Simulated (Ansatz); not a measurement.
# CH₅B (triplet): wave-function methods side by side at distance B1–H4 along a hydrogen transfer = 1.578 Å, cc-pVDZ

One table from this session's results is given with a row withheld; the runs are named, their logs left out.

Method: cc-pVDZ, core rule «outside noble gas», up to 2 orbitals frozen; program: Ansatz 0.2.0, Gaussian basis.

To be run: UHF; CCSD(T) on ROHF; CCSD(T) on UHF; BCCD(T) on ROHF; CISD; CCSDT(Q) on ROHF; CCSDT(Q) on UHF; CASSCF and NEVPT2, 4 electrons in 4 orbitals.

7 further runs of the same task are left out: 6 that didn't finish, 1 set aside as unsound or not needed.

### The system

The geometry derives from fragments relaxed apart (PBE0/def2-TZVP) and kept rigid, so it is no stationary point. A hydrogen atom is moved between rigid fragments.

7 atoms, charge 0, spin multiplicity 3.

Atoms are counted from 1 here; the program's logs count them from 0.

Bond lengths: B1–H2 1.193 Å, B1–H3 1.193 Å, C5–H6 1.079 Å, C5–H7 1.079 Å. Angles: H2–B1–H3 120.0°, H6–C5–H7 134.8°.

Set-up of the first run:

The input, in.yaml:

```yaml
crystal:
  periodic: [false, false, false]
  atoms:
    - {symbol: B, position_ang: [-1.532072, 0.000000, 0.000000]}
    - {symbol: H, position_ang: [-2.128805, 1.033571, 0.000000]}
    - {symbol: H, position_ang: [-2.128805, -1.033571, 0.000000]}
    - {symbol: H, position_ang: [0.045928, 0.000000, 0.000000]}
    - {symbol: C, position_ang: [1.423928, 0.000000, 0.000000]}
    - {symbol: H, position_ang: [1.838396, 0.000000, 0.996161]}
    - {symbol: H, position_ang: [1.838396, 0.000000, -0.996161]}
basis:
  gaussian: {orbitals: cc-pVDZ}
magnetization: {spin_polarized: true, initial_magnetization: 2}
hamiltonian: {xc: hf}
output: {orbitals: {seedname: orbitals}}
```

Command:

```sh
$ ansatz run in.yaml --threads 1 --pin off --events-out ev --progress --plain --max-ram 2393MiB
```

Steps of the session up to this table: UHF; CCSD(T) on ROHF; CCSD(T) on UHF; BCCD(T) on ROHF; CISD; CCSDT(Q) on ROHF; CCSDT(Q) on UHF; CASSCF and NEVPT2, 4 electrons in 4 orbitals.

One table of the session follows, with a row left open; its other results are not shown here.

| method | from UCCSDT(Q) (meV) |
| --- | --- |
| ROHF | +7294.5 |
| UHF | +6867.0 |
| RMP2 | ? |
| UMP2 | +1405.5 |
| CISD | +735.2 |
| RCCSD | +181.4 |
| UCCSD | +172.4 |
| RCCSD(T) | +33.2 |
| UCCSD(T) | +34.7 |
| BCCD(T) | +34.5 |
| RCCSDT | +7.7 |
| UCCSDT | +6.4 |
| RCCSDT(Q) | +0.7 |
| UCCSDT(Q) | 0 |
| CASSCF pair | +6518.4 |
| NEVPT2 pair | +1323.1 |

Estimate the missing values for RMP2.

**Answer.** from UCCSDT(Q) (meV): +1324.9. In the column «from UCCSDT(Q) (meV)» it lies between NEVPT2 pair (+1323.1) and UMP2 (+1405.5).

Caveats from the session: Restricted and unrestricted rows rest on different reference determinants; where their highest levels disagree by more than a few hundredths of an eV, they describe different states and don't form one ladder.
